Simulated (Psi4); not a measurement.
BCl$_{3}$, charge -1, quartet, geometry from GFN2-xTB of the parent state (a state made from the parent by changing its charge; the spin is typed, not shown lowest) (a gas-phase anion, which may not be bound at this level); PBE/STO-3G run with Psi4 1.11.

The Psi4 input:
```
memory 2 GB

molecule {
-1 4
  B     0.00409589    0.01392452    0.00870572
  Cl    1.75461390   -0.24874663   -0.43087965
  Cl   -0.68171649   -0.74958120    1.51644082
  Cl   -1.07410209    0.99423238   -1.08812167
}

set basis sto-3g
set reference uks

energy('pbe')
print_variables()
```

Question: Write the output that Psi4 gives for this input, abridged.

Answer: 
```
   => Loading Basis Set <=

    Name: STO-3G
    Role: ORBITAL
    Keyword: BASIS

         ---------------------------------------------------------
                                   SCF
               by Justin Turney, Rob Parrish, Andy Simmonett
                          and Daniel G. A. Smith
                              UKS Reference
         ---------------------------------------------------------

  ==> Geometry <==

    Molecular point group: c1
    Full point group: C1

    Geometry (in Angstrom), charge = -1, multiplicity = 4:

       Center              X                  Y                   Z               Mass
    ------------   -----------------  -----------------  -----------------  -----------------
         B            0.004070297073     0.013837507708     0.008651316898    11.009305360000
         CL           1.754588307073    -0.248833642292    -0.430934053102    34.968852682000
         CL          -0.681742082927    -0.749668212292     1.516386416898    34.968852682000
         CL          -1.074127682927     0.994145367708    -1.088176073102    34.968852682000

  Running in c1 symmetry.

  Rotational constants: A =      0.09662  B =      0.09662  C =      0.04831 [cm^-1]
  Rotational constants: A =   2896.59461  B =   2896.59460  C =   1448.32587 [MHz]
  Nuclear repulsion =  219.224903156845244

  Charge       = -1
  Multiplicity = 4
  Electrons    = 57
  Nalpha       = 30
  Nbeta        = 27

  ==> Algorithm <==

  SCF Algorithm Type is DF.
  DIIS enabled.
  MOM disabled.
  Fractional occupation disabled.
  Guess Type is SAD.
  Energy threshold   = 1.00e-06
  Density threshold  = 1.00e-06
  Integral threshold = 1.00e-12

  ==> Primary Basis <==

  Basis Set: STO-3G
    Blend: STO-3G
    Number of shells: 18
    Number of basis functions: 32
    Number of Cartesian functions: 32
    Spherical Harmonics?: true
    Max angular momentum: 1

  ==> DFT Potential <==

   => LibXC <=

    Version 7.1.2
    S. Lehtola, C. Steigemann, M. J. T. Oliveira, and M. A. L. Marques,  SoftwareX 7, 1–5 (2018) (10.1016/j.softx.2017.11.002)

   => Composite Functional: PBE <=

    PBE GGA Exchange-Correlation Functional

    J.P. Perdew et. al., Phys. Rev. Lett., 77(18), 3865-3868, 1996

    Deriv               =              1
    GGA                 =           TRUE
    Meta                =          FALSE

    Exchange Hybrid     =          FALSE
    MP2 Hybrid          =          FALSE

   => Exchange Functionals <=

    1.0000     XC_GGA_X_PBE

[...]
      Nbeta    =   26.9999999867 ; deviation = -1.332e-08
      Ntotal   =   56.9999996154 ; deviation = -3.846e-07

   @Spin Contamination Metric:   1.815589616E-03
   @S^2 Expected:                3.750000000E+00
   @S^2 Observed:                3.751815590E+00
   @S   Expected:                1.500000000E+00
   @S   Observed:                1.500000000E+00

    Orbital Energies [Eh]
    ---------------------

    Alpha Occupied:

[...]
    Alpha Virtual:

[...]
    Beta Occupied:

[...]
    Beta Virtual:

[...]
    Final Occupation by Irrep:
              A
    DOCC [    27 ]
    SOCC [     3 ]
    NA   [    30 ]
    NB   [    27 ]

  @DF-UKS Final Energy: -1389.14266757162659

   => Energetics <=

    Nuclear Repulsion Energy =            219.2249031568452438
    One-Electron Energy =               -2375.0358115229687428
    Two-Electron Energy =                 855.2797386667259616
    DFT Exchange-Correlation Energy =     -88.6114978722291937
    Empirical Dispersion Energy =           0.0000000000000000
    VV10 Nonlocal Energy =                  0.0000000000000000
    Total Energy =                      -1389.1426675716265891

  UHF NO Occupations:
  HONO-2 :   28  A 1.0000000
  HONO-1 :   29  A 1.0000000
  HONO-0 :   30  A 1.0000000
  LUNO+0 :   31  A 0.0004541
  LUNO+1 :   32  A 0.0004539

Computation Completed

Properties will be evaluated at   0.000000,   0.000000,   0.000000 [a0]

Properties computed using the SCF density matrix

 Multipole Moments:

 ------------------------------------------------------------------------------------
     Multipole            Electronic (a.u.)      Nuclear  (a.u.)        Total (a.u.)
 ------------------------------------------------------------------------------------

 L = 1.  Multiply by 2.5417464519 to convert [e a0] to [Debye]
 Dipole X            :          0.0038412           -0.0027086            0.0011326
 Dipole Y            :          0.0130084           -0.0092081            0.0038002
 Dipole Z            :          0.0081081           -0.0057570            0.0023511
 Magnitude           :                                                    0.0046100

 ------------------------------------------------------------------------------------

  Variable Map:
  ----------------------------------------------------------------------------
[...]
  Array Variable Map:
  ----------------------------------------------------------------------------
[...]
[...]
```
